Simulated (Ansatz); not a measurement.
## Relative stability

The two ends of one reaction step of SiH₅ClO, closed shell (PBE0-D4/def2-TZVP).

A:

```tsv
atom	x (Å)	y (Å)	z (Å)
Si1	-0.8338	-0.6870	-0.3904
O2	0.1513	0.1078	0.6872
H3	-0.7191	-2.1578	-0.2167
H4	-0.3533	-0.2766	-1.7265
H5	-2.2516	-0.2896	-0.1942
H6	1.5195	1.2582	0.2647
Cl7	2.4835	2.0706	-0.0489
H8	0.0035	-0.0256	1.6249
```

B:

```xyz
8
angstrom
Si -0.5806 -0.0574 -1.1025
O 0.7057 -0.4282 1.7736
H -0.1247 -1.4440 -0.8832
H -1.1820 0.0812 -2.4507
H -1.5443 0.3905 -0.0756
H 1.3605 0.1388 1.3556
Cl 1.0593 1.2052 -1.0749
H 0.3062 0.1138 2.4577
```

Program: Ansatz 0.2.0. Basis: def2-TZVPP. Cores are frozen in the correlated methods. B3LYP uses VWN-RPA correlation.

Which structure is lower at CCSD(T), and by how much? (To be estimated.)

The calculation gives: A, by 0.023 eV (electronic energy, against the other); a gap this small isn't resolved in one triple-zeta basis. By their contacts, A is a complex of SiH₄O ([OH][SiH3]) + HCl and B is a complex of SiH₃Cl ([SiH3][Cl]) + H₂O.

Do the other methods give the same order? (Judge from chemistry; the calculation decides.)

Computed: Not all: PBE-D4, r2SCAN-D4, B97M-V, PBE0-D4, r2SCAN0-D4, wB97X-V, wB97M-V, PBE-QIDH give the other order.

```json
{"method": "SPW92", "E(B) − E(A) (eV)": "0.048"}
{"method": "PBE-D4", "E(B) − E(A) (eV)": "-0.045"}
{"method": "BLYP-D4", "E(B) − E(A) (eV)": "0.030"}
{"method": "r2SCAN-D4", "E(B) − E(A) (eV)": "-0.013"}
{"method": "B97M-V", "E(B) − E(A) (eV)": "-0.011"}
{"method": "PBE0-D4", "E(B) − E(A) (eV)": "-0.046"}
{"method": "B3LYP-D4", "E(B) − E(A) (eV)": "0.028"}
{"method": "r2SCAN0-D4", "E(B) − E(A) (eV)": "-0.021"}
{"method": "BHLYP-D4", "E(B) − E(A) (eV)": "0.028"}
{"method": "CAM-B3LYP-D4", "E(B) − E(A) (eV)": "0.072"}
{"method": "wB97X-V", "E(B) − E(A) (eV)": "-0.015"}
{"method": "wB97M-V", "E(B) − E(A) (eV)": "-0.033"}
{"method": "B2PLYP", "E(B) − E(A) (eV)": "0.045"}
{"method": "PBE-QIDH", "E(B) − E(A) (eV)": "-0.016"}
{"method": "RPA on PBE", "E(B) − E(A) (eV)": "0.038"}
{"method": "HF", "E(B) − E(A) (eV)": "0.040"}
{"method": "MP2", "E(B) − E(A) (eV)": "0.014"}
{"method": "CCSD", "E(B) − E(A) (eV)": "0.028"}
{"method": "CCSD(T)", "E(B) − E(A) (eV)": "0.023"}
```

T1 diagnostic: at most 0.010.

Labels in which every atom is bracketed show which atoms are joined, not bond orders.

For scale, one of the runs: CCSD(T)/def2-TZVPP, 185 basis functions, launched by `ansatz run in.yaml --threads 2 --pin off --events-out ev --progress --plain --max-ram 4352MiB`. Time: 36 s of wall clock on 2 CPU threads of an Arm Neoverse V2; the host was shared. Peak host memory: 1.8 GiB.
